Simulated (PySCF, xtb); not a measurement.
HN2, SMILES [NH+]#N, charge +1.

Harmonic wavenumbers (cm⁻¹) from GFN2-xTB in xtb at its own minimum, in rising order: 769, 769, 2407, 3186.

Question: What does B3LYP-D3(BJ)/def2-TZVPD (PySCF) give at its own minimum? (Estimate from the structure and the level; the computed values follow.)

Answer: 719, 719, 2386, 3368. Paired by order, the mean absolute difference is 76 cm⁻¹ and the zero-point energies are 10.2 and 10.3 kcal/mol.
